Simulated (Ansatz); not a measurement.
We consider bcc Ba, described by r²SCAN (Ansatz, an electronic-structure program, PAW).

A relaxed, unreconstructed slab of the (111) face has 12 atoms, two equal faces of 44.570 Å² each and an energy of -71571.1611 eV. A bulk cell of 3 atoms with the same orientation and in-plane k mesh has -17893.3756 eV. Energies are extrapolated to zero smearing.

Run with plane-wave cutoff 500 eV, 12×12×1 k mesh (along the axes of the cell as run), Fermi–Dirac smearing 0.1 eV, scalar-relativistic PAW data made under PBE.

Worked out: γ = (E_slab − N E_bulk per atom)/2A = [-71571.1611 − 12 × (-17893.3756/3)]/(2 × 44.570) = 0.0263 eV/Å². With 16.022 J/m² per eV/Å² this is 0.42 J/m², or 1.17 eV per surface cell and face.
